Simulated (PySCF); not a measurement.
CHF2: g tensor and hyperfine couplings

Difluoromethyl radical, CHF2 (doublet state).
SMILES with atom numbers: `[F:1][CH:2][F:3]` (hydrogens: H4 on C2)

Theory: UKS PBE0, pcH-1 on C F H, non-relativistic, mean-field spin-orbit, GIAO in PySCF. Geometry: PBE0-D3(BJ)/def2-SVP; no solvent, vibrations or thermal averaging.

* g1, g2, g3: 2.00192, 2.00479, 2.00480
* g_iso: 2.00384
* Form of g: close to axial: the two nearest values differ by under 1 % of g3 − g1
* ⟨S²⟩: 0.7522 (exact 0.7500)
* HOMO–LUMO gap, α and β orbitals: 8.81, 10.37 eV

Isotropic coupling and dipolar principal values T1 to T3, in 10⁻⁴ cm⁻¹; ρ(0) is the spin density at the nucleus (1 × 10⁻⁴ cm⁻¹ = 2.998 MHz):

```tsv
atom	isotope	a_iso	T1	T2	T3	Mulliken spin population	ρ(0) (bohr⁻³)
F1	19F	75.1	-83.2	-74.0	157.2	0.06	0.0535
C2	13C	135.5	-25.9	-25.9	51.8	0.87	0.3613
F3	19F	75.1	-83.2	-74.0	157.2	0.06	0.0535
H4	1H	18.7	-10.0	-2.4	12.5	0.01	0.0126
```

The Mulliken spin populations are largest on C2 (+0.87), F3 (+0.06) and F1 (+0.06). C2 is the only atom above +0.15. The angles at C2 add up to 340.4°, so it is pyramidal.

Under fast tumbling the dipolar parts average out, and these isotropic splittings remain: 2 × 19F (F1/F3, I = 1/2, 3 lines) with 8.02 mT and 1 × 1H (H4, I = 1/2, 2 lines) with 2.00 mT.

The 13C coupling of C2 (406.1 MHz) shows only in satellite lines or after enrichment, since that isotope makes up about 1.07 % of natural carbon.
